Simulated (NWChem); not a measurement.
All runs are NWChem calculations. System: hydrogen fluoride (HF), charge 0, spin multiplicity 1, at a geometry optimised with PBE/def2-SVP. Level: RHF/def2-TZVP.

Job file:

```
start mol
memory heap 200 mb stack 900 mb global 1100 mb
geometry units angstroms nocenter noautoz
  F      0.000000     0.000000     0.093229
  H      0.000000     0.000000    -0.839060
  symmetry group C2v
end
basis spherical
  * library def2-tzvp
end
scf
  rhf
  nopen 0
  maxiter 100
  thresh 1e-7
  semidirect memsize 60000000 filesize 0
end
task scf energy
```

Part of the output:

```
             Northwest Computational Chemistry Package (NWChem) 7.3.0
             --------------------------------------------------------

                                NWChem Input Module
                                -------------------

 Scaling coordinates for geometry "geometry" by  1.889725989
 (inverse scale =  0.529177249)

 Turning off AUTOSYM since
 SYMMETRY directive was detected!

                             Geometry "geometry" -> ""
                             -------------------------

 Output coordinates in angstroms (scale by  1.889725989 to convert to a.u.)

  No.       Tag          Charge          X              Y              Z
 ---- ---------------- ---------- -------------- -------------- --------------
    1 F                    9.0000     0.00000000     0.00000000     0.09322900
    2 H                    1.0000     0.00000000     0.00000000    -0.83906000

 Effective nuclear repulsion energy (a.u.)       5.1084966582

            Nuclear Dipole moment (a.u.)
            ----------------------------
        X                 Y               Z
 ---------------- ---------------- ----------------
     0.0000000000     0.0000000000     0.0000018897

      Symmetry information
      --------------------

 Group name             C2v
 Group number             16
 Group order               4
 No. of unique centers     2

      Symmetry unique atoms

     1    2


 Summary of "ao basis" -> "" (spherical)
 ------------------------------------------------------------------------------
       Tag                 Description            Shells   Functions and Types
 ---------------- ------------------------------  ------  ---------------------
 *                         def2-tzvp                  on all atoms

 Summary of "ao basis" -> "ao basis" (spherical)
 ------------------------------------------------------------------------------
       Tag                 Description            Shells   Functions and Types
 ---------------- ------------------------------  ------  ---------------------
 F                         def2-tzvp                11       31   5s3p2d1f
 H                         def2-tzvp                 4        6   3s1p

                                 NWChem SCF Module
                                 -----------------

  ao basis        = "ao basis"
  functions       =    37
  atoms           =     2
  closed shells   =     5
  open shells     =     0
  charge          =   0.00
  wavefunction    = RHF
  use symmetry    = T
  symmetry adapt  = T

 Summary of "ao basis" -> "ao basis" (spherical)
 ------------------------------------------------------------------------------
       Tag                 Description            Shells   Functions and Types
 ---------------- ------------------------------  ------  ---------------------
 F                         def2-tzvp                11       31   5s3p2d1f
 H                         def2-tzvp                 4        6   3s1p

      Symmetry analysis of basis
      --------------------------

        a1         18
        a2          3
        b1          8
        b2          8

 Forming initial guess at       0.0s

      Superposition of Atomic Density Guess
      -------------------------------------

 Sum of atomic energies:         -99.91788757

      Non-variational initial energy
      ------------------------------

 Total energy =     -99.886381
 1-e energy   =    -149.495366
 2-e energy   =      44.500488
 HOMO         =      -0.647799
 LUMO         =       0.074014
[...]
 !! scf_movecs_sym_adapt:   20 vectors were symmetry contaminated

  Numbering of irreducible representations:

     1 a1          2 a2          3 b1          4 b2

  Orbital symmetries:

     1 a1          2 a1          3 a1          4 b1          5 b2
     6 a1          7 a1          8 a1          9 b1         10 b2
    11 a1         12 b2         13 b1         14 a1         15 a1

 Starting SCF solution at       0.1s

 ----------------------------------------------
         Quadratically convergent ROHF

 Convergence threshold     :          1.000E-07
 Maximum no. of iterations :          100
 Final Fock-matrix accuracy:          1.000E-09
 ----------------------------------------------

              iter       energy          gnorm     gmax       time
             ----- ------------------- --------- --------- --------
                 1     -100.0368520927  7.46D-01  3.24D-01      0.1
                 2     -100.0606487473  1.90D-01  7.81D-02      0.1
                 3     -100.0624041863  1.65D-02  7.40D-03      0.1
                 4     -100.0624257280  5.34D-05  2.55D-05      0.1
                 5     -100.0624257282  2.34D-09  8.30D-10      0.2

       Final RHF  results
       ------------------

         Total SCF energy =   -100.062425728246
      One-electron energy =   -150.473659477903
      Two-electron energy =     45.302737091435
 Nuclear repulsion energy =      5.108496658222

        Time for solution =      0.0s

       Symmetry analysis of molecular orbitals - final
       -----------------------------------------------

  Numbering of irreducible representations:

     1 a1          2 a2          3 b1          4 b2

  Orbital symmetries:

     1 a1          2 a1          3 a1          4 b2          5 b1
     6 a1          7 a1          8 b1          9 b2         10 a1
    11 a1         12 b1         13 b2         14 a1         15 a1

             Final eigenvalues
             -----------------

              1
    1  -26.2910
    2   -1.5924
    3   -0.7587
    4   -0.6460
    5   -0.6460
    6    0.1265
    7    0.5666
    8    0.7060
    9    0.7060
   10    0.7116
   11    0.9008
   12    1.6214
   13    1.6214
   14    2.0950
   15    2.2651

                       ROHF Final Molecular Orbital Analysis
                       -------------------------------------

 Vector    3  Occ=2.000000D+00  E=-7.587040D-01  Symmetry=a1
              MO Center= -4.5D-17, -3.8D-17, -1.1D-02, r^2= 5.8D-01
   Bfn.  Coefficient  Atom+Function         Bfn.  Coefficient  Atom+Function
  ----- ------------  ---------------      ----- ------------  ---------------
     8      0.417776  1 F  pz                11      0.360314  1 F  pz
    33     -0.213368  2 H  s                 14      0.165853  1 F  pz
    32     -0.158056  2 H  s                  5      0.155103  1 F  s

 Vector    4  Occ=2.000000D+00  E=-6.459978D-01  Symmetry=b2
              MO Center= -6.1D-32,  1.4D-16,  7.4D-02, r^2= 4.7D-01
   Bfn.  Coefficient  Atom+Function         Bfn.  Coefficient  Atom+Function
  ----- ------------  ---------------      ----- ------------  ---------------
     7      0.496116  1 F  py                10      0.427785  1 F  py
    13      0.276059  1 F  py

 Vector    5  Occ=2.000000D+00  E=-6.459978D-01  Symmetry=b1
              MO Center= -3.6D-17,  1.2D-31,  7.4D-02, r^2= 4.7D-01
   Bfn.  Coefficient  Atom+Function         Bfn.  Coefficient  Atom+Function
  ----- ------------  ---------------      ----- ------------  ---------------
     6      0.496116  1 F  px                 9      0.427785  1 F  px
    12      0.276059  1 F  px

 Vector    6  Occ=0.000000D+00  E= 1.265477D-01  Symmetry=a1
              MO Center=  2.9D-16, -3.7D-16, -1.2D+00, r^2= 2.6D+00
   Bfn.  Coefficient  Atom+Function         Bfn.  Coefficient  Atom+Function
  ----- ------------  ---------------      ----- ------------  ---------------
    34      1.491068  2 H  s                  5     -0.851888  1 F  s
    14      0.336153  1 F  pz

 Vector    7  Occ=0.000000D+00  E= 5.665619D-01  Symmetry=a1
              MO Center= -4.9D-16,  3.7D-16, -6.6D-01, r^2= 1.8D+00
   Bfn.  Coefficient  Atom+Function         Bfn.  Coefficient  Atom+Function
  ----- ------------  ---------------      ----- ------------  ---------------
    33      2.301123  2 H  s                 34     -0.977684  2 H  s
    14      0.891133  1 F  pz                 5     -0.589209  1 F  s
    11      0.344891  1 F  pz                 4     -0.261053  1 F  s
     8      0.186584  1 F  pz

 Vector    8  Occ=0.000000D+00  E= 7.060345D-01  Symmetry=b1
              MO Center= -2.2D-14,  1.8D-30,  9.3D-02, r^2= 1.9D+00
   Bfn.  Coefficient  Atom+Function         Bfn.  Coefficient  Atom+Function
  ----- ------------  ---------------      ----- ------------  ---------------
    12      1.249012  1 F  px                 9     -0.692051  1 F  px
     6     -0.270628  1 F  px

 center of mass
 --------------
 x =   0.00000000 y =   0.00000000 z =   0.08742706

 moments of inertia (a.u.)
 ------------------
           2.970542684952           0.000000000000           0.000000000000
           0.000000000000           2.970542684952           0.000000000000
           0.000000000000           0.000000000000           0.000000000000

  Mulliken analysis of the total density
  --------------------------------------

    Atom       Charge   Shell Charges
 -----------   ------   -------------------------------------------------------
    1 F    9     9.44   0.77  1.20  0.60  1.00  0.37  2.24  2.24  1.00  0.00  0.01  0.00
    2 H    1     0.56   0.23  0.27  0.02  0.05

       Multipole analysis of the density wrt the origin
       ------------------------------------------------

     L   x y z        total         open         nuclear
     -   - - -        -----         ----         -------
     0   0 0 0     -0.000000      0.000000     10.000000

     1   1 0 0      0.000000      0.000000      0.000000
     1   0 1 0     -0.000000      0.000000      0.000000
     1   0 0 1     -0.804915      0.000000      0.000002

     2   2 0 0     -4.188074      0.000000      0.000000
     2   1 1 0     -0.000000      0.000000      0.000000
     2   1 0 1     -0.000000      0.000000      0.000000
     2   0 2 0     -4.188074      0.000000      0.000000
     2   0 1 1      0.000000      0.000000      0.000000
     2   0 0 2     -2.565584      0.000000      2.793453

 Task  times  cpu:        0.1s     wall:        0.1s

 Total times  cpu:        0.2s     wall:        0.2s
```
